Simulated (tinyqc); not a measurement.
Worked calculation: MP2 on RHF in the sto-3g basis, for HF, spin multiplicity 1. One step of it, computed by the program tinyqc.

Problem. Orthogonalisation. S = U s U^T; symmetric (Loewdin) form X = U s^(-1/2) U^T, so that X^T S X = 1.

overlap S, order 1F 1s, 1F 2s, 1F 2px, 1F 2py, 1F 2pz, 2H 1s:
```
[[1.000000, 0.237990, 0.000000, 0.000000, 0.000000, 0.033565],
 [0.237990, 1.000000, 0.000000, 0.000000, 0.000000, 0.347900],
 [0.000000, 0.000000, 1.000000, 0.000000, 0.000000, 0.000000],
 [0.000000, 0.000000, 0.000000, 1.000000, 0.000000, 0.000000],
 [0.000000, 0.000000, 0.000000, 0.000000, 1.000000, 0.290469],
 [0.033565, 0.347900, 0.000000, 0.000000, 0.290469, 1.000000]]
```

Give: eigenvalues of S; X.

Solution.

eigenvalues of S: [0.5195, 0.8467, 1.0000, 1.0000, 1.1284, 1.5054]

X, order 1F 1s, 1F 2s, 1F 2px, 1F 2py, 1F 2pz, 2H 1s:
```
[[1.0229, -0.1295, 0.0000, 0.0000, -0.0049, 0.0182],
 [-0.1295, 1.0785, 0.0000, 0.0000, 0.0459, -0.2050],
 [0.0000, 0.0000, 1.0000, 0.0000, 0.0000, 0.0000],
 [0.0000, 0.0000, 0.0000, 1.0000, 0.0000, 0.0000],
 [-0.0049, 0.0459, 0.0000, 0.0000, 1.0374, -0.1678],
 [0.0182, -0.2050, 0.0000, 0.0000, -0.1678, 1.0918]]
```
